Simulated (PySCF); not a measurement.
## Relaxation of singlet AlH₃

Computed with B3LYP/[Al def2-TZVP, H def2-TZVP], no relativity, density fitting, PySCF. A (50,194) grid was used.

A hand-made trigonal pyramidal start, of C3v symmetry, held to at least that symmetry:

```xyz
4
charge 0 multiplicity 1, angstrom
Al    0.0000    0.0000   -0.0747
H     1.3951    0.0000    0.6670
H    -0.6975    1.2082    0.6671
H    -0.6975   -1.2082    0.6671
```

Q: What forces act on the atoms at the start (eV/Å)?

A: 
```tsv
atom	Fx	Fy	Fz
Al1	0.00	0.00	3.38
H2	0.92	0.00	-1.12
H3	-0.46	0.79	-1.13
H4	-0.46	-0.79	-1.13
```

Q: What does it relax to?

A: It ends at D3h with Al–H 1.580 Å (×3); H–Al–H 120.0° (×3). A frequency run shows a minimum. Other isomers or separated fragments may lie lower.

Q: How much energy is released, and in how many steps?

A: 152.2 kJ/mol in 6 steps.
